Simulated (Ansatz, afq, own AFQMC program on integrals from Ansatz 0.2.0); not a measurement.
**CH$_{4}$Cl, doublet in cc-pVTZ, levels against AFQMC with the constraint released**

```xyz
6

C    -1.9426    0.0000    0.0000
H    -2.3058    1.0273    0.0000
H    -2.3058   -0.5137    0.8897
H    -2.3058   -0.5137   -0.8897
H    -0.4816    0.0000    0.0000
Cl    0.8684    0.0000    0.0000
```

Connectivity, by distances: CH3 ··· ClH.

Basis cc-pVTZ. Only valence electrons are correlated. Integrals, coupled cluster, full CI and functionals: Ansatz 0.2.0; the random walks run on the same integrals in our own AFQMC program. ph-AFQMC/CISD is guided by a CISD state made of CCSD amplitudes; releasing the constraint for a short imaginary time cuts its bias at the price of noise, slowly where states lie close. ± is one standard error of the sampling.

Determinant: UHF, the one that the program's search chose, which needn't be the lowest solution. The geometry is a point of a scan.

No full CI on the walks' own integrals is used here. The released AFQMC energy serves as the reference, which it does only where one determinant dominates, the energy is flat over the last release times and near the phaseless one (40 meV or 2 meV an electron, half that with transition metals). On small molecules, where full CI could be run and the noise was under 10 meV, such values lay within 10 meV of it in 19 cases of 20, a flattering rate, since the rule was set on those same cases; what remains of the bias isn't in the error bar.

Cautions: the released value is read at 1.50 1/Eh (meV from the phaseless value at times in 1/Eh: -12 ± 6 at 0.24, -13 ± 9 at 0.51, -16 ± 7 at 0.99, -11 ± 10 at 1.50).

```
T1 diagnostic                               : 0.0119
weight of the determinant in the CISD state : 0.859
⟨S²⟩ of the determinant                     : 0.775
size of the correlated space                : 15 electrons in 114 orbitals
```

| level | correlation energy (eV) |
| --- | --- |
| MP2 | -10.2076 |
| CCSD | -11.2613 |
| CCSD(T) | -11.6597 |

Estimate where AFQMC with the constraint released lies against CCSD(T) on the same integrals.

4.2 ± 0.9 kJ/mol below CCSD(T).

Reference: AFQMC with the constraint released, correlation energy -11.703 ± 0.010 eV.

| level | E − E(reference) (kJ/mol) | share of correlation (%) |
| --- | --- | --- |
| CCSD(T) | 4.2 ± 0.9 | 99.63 |
| ph-AFQMC/CISD | 1.1 ± 1.1 | 99.90 |

A walk keeps the symmetry of its determinant, which the program's search chose and which needn't be the lowest solution, so a lower state of the same spin and another symmetry isn't excluded. Released energies are given only where the last usable release times agree within the noise; a slower fall can still hide under it.
